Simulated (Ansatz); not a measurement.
The input, for Ansatz 0.2.0:

```yaml
crystal:
  periodic: [false, false, false]
  atoms:
    - {symbol: O, position_ang: [-1.221346, -0.027457, 0.000000]}
    - {symbol: H, position_ang: [-1.470656, 0.899119, 0.000000]}
    - {symbol: H, position_ang: [0.227654, -0.027457, 0.000000]}
    - {symbol: O, position_ang: [1.299654, -0.027457, 0.000000]}
basis:
  gaussian: {orbitals: cc-pVDZ}
magnetization: {spin_polarized: false, initial_magnetization: 2}
correlation: {method: fic_mrcisd_q, electrons: outside_noble_gas, active_space: {window: {electrons: 14, orbitals: 10}, shells: [{species: H, l: s, shell: 1}, {species: O, l: s, shell: 2}, {species: O, l: p, shell: 2}]}}
```

```sh
$ ansatz run in.yaml --threads 1 --pin off --events-out ev --progress --plain --max-ram 2393MiB
```

The program prints:

```
606 factors; integrals over basis functions are off by at most 2.0e-7 eV
mean field evaluation 1: about -4096.1778 eV, gradient 4.2e1 eV
mean field evaluation 2: about -4096.1923 eV, gradient 4.2e1 eV
mean field evaluation 4: about -4097.9170 eV, gradient 2.8e1 eV
mean field evaluation 8: about -4100.5302 eV, gradient 2.8e1 eV
mean field evaluation 16: about -4102.4665 eV, gradient 3.8e-2 eV
mean field evaluation 32: about -4102.2826 eV, gradient 1.7e-1 eV
mean field evaluation 64: about -4102.3070 eV, gradient 9.2e-4 eV
mean field evaluation 96: about -4102.3737 eV, gradient 1.0e0 eV
mean field evaluation 128: about -4102.4729 eV, gradient 1.5e-1 eV
mean field evaluation 160: about -4102.4680 eV, gradient 1.0e0 eV
mean field evaluation 192: about -4102.3070 eV, gradient 2.4e-5 eV
mean field evaluation 224: about -4102.4663 eV, gradient 6.2e-1 eV
mean field evaluation 256: about -4102.4730 eV, gradient 2.6e-3 eV
mean field -4102.47299313 eV, -150.7631017415 hartree, gradient 2.6e-6 eV, S^2 2.000000; 17 other end points of the search recorded, 0 dependent functions left out
reference -4102.47299313 eV, -150.7631017415 hartree; 10, 8 occupied and 28, 30 virtual orbitals, 606 factors
state -4103.87449767 eV, -150.8146060835 hartree
contracted CI cycle   1: correlation 0.00000000 eV, 0.0000000000 hartree, residual 3.12e1 eV
contracted CI cycle   2: correlation -7.28013791 eV, -0.2675401335 hartree, residual 5.09e0 eV
contracted CI cycle   3: correlation -7.50489005 eV, -0.2757996222 hartree, residual 9.52e-1 eV
contracted CI cycle   4: correlation -7.51407337 eV, -0.2761371030 hartree, residual 2.24e-1 eV
contracted CI cycle   5: correlation -7.51454816 eV, -0.2761545514 hartree, residual 4.85e-2 eV
contracted CI cycle   6: correlation -7.51457045 eV, -0.2761553705 hartree, residual 1.11e-2 eV
contracted CI cycle   7: correlation -7.51457157 eV, -0.2761554117 hartree, residual 2.35e-3 eV
contracted CI cycle   8: correlation -7.51457162 eV, -0.2761554135 hartree, residual 5.02e-4 eV
state -4103.87449767 eV, -150.8146060835 hartree; corrected -4111.87700758 eV, -151.1086928984 hartree
Total energy: -4111.87700758 eV, -151.1086928984 hartree
Checks for a lower state left out: starts, orbital_swaps
```

Natural occupations: 1.9992 1.9988 1.9975 1.9956 1.9780 1.9774 1.0022 1.0015 0.0265 0.0233.

For the same geometry and basis UCCSDT(Q) lies 116.1 meV lower.

Ran on 1 thread of AMD EPYC 7R43, shared host: 7.5 s wall, 0.56 GiB peak host memory.
